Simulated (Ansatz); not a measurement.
**AlH (triplet): from Hartree-Fock to the top rungs, cc-pVQZ**

The task here is to estimate one member of a computed series from the others.

Method: cc-pVQZ, core rule «outside noble gas», up to 5 orbitals frozen; program: Ansatz 0.2.0, Gaussian basis.

The runs, in order: UHF; CCSD(T) on ROHF; CCSD(T) on UHF; BCCD(T) on ROHF; CCSDT(Q) on ROHF; CCSDT(Q) on UHF; Full CI.

15 further runs of the same task are left out: 4 for a known fault of the program, 4 that didn't finish, 7 set aside as unsound or not needed.

## The system

The geometry is a PBE0/def2-TZVP stationary point (not a proven minimum).

2 atoms, charge 0, spin multiplicity 3.

Atoms are counted from 1 here; the program's logs count them from 0.

Bond lengths: Al1–H2 1.605 Å.

Set-up of the first run:

in.yaml reads:

```yaml
crystal:
  periodic: [false, false, false]
  atoms:
    - {symbol: Al, position_ang: [0.000000, 0.000000, 0.000000]}
    - {symbol: H, position_ang: [0.000000, 0.000000, 1.604550]}
basis:
  gaussian: {orbitals: cc-pVQZ}
magnetization: {spin_polarized: true, initial_magnetization: 2}
hamiltonian: {xc: hf}
output: {orbitals: {seedname: orbitals}}
```

On the command line:

```sh
ansatz run in.yaml --threads 1 --pin off --events-out ev --progress --plain --max-ram 2393MiB
```

Among the steps run: UHF; CCSD(T) on ROHF; CCSD(T) on UHF; BCCD(T) on ROHF; CCSDT(Q) on ROHF; CCSDT(Q) on UHF; Full CI.

One of the session's tables, all rows but one given; the rest of the session is left out.

It belongs to the step «Misses and costs». 

| method | from FCI (meV) |
| --- | --- |
| ROHF | +1683.9 |
| UHF | +1640.7 |
| RMP2 | +443.1 |
| UMP2 | +427.9 |
| RCCSD | ? |
| UCCSD | +59.0 |
| RCCSD(T) | +16.8 |
| UCCSD(T) | +15.3 |
| BCCD(T) | +16.1 |
| RCCSDT | +1.0 |
| UCCSDT | -0.2 |
| RCCSDT(Q) | +0.3 |
| UCCSDT(Q) | -1.0 |
| FCI | 0 |

**Question.** Estimate the row for RCCSD.

As computed: from FCI (meV): +62.5. In the column «from FCI (meV)» it lies between UCCSD (+59.0) and UMP2 (+427.9).

With the free atoms at the same levels and basis (separate runs), the atomisation energy is 1.296 eV at FCI, 1.292 eV at RCCSD(T), 1.293 eV at UCCSD(T), 1.181 eV at ROHF.

Limits of these values: Levels on UHF freeze UHF's core orbitals, full CI those of ROHF, so the U rows can settle a little off it for that reason alone. Restricted and unrestricted rows rest on different reference determinants; where their highest levels disagree by more than a few hundredths of an eV, they describe different states and don't form one ladder.
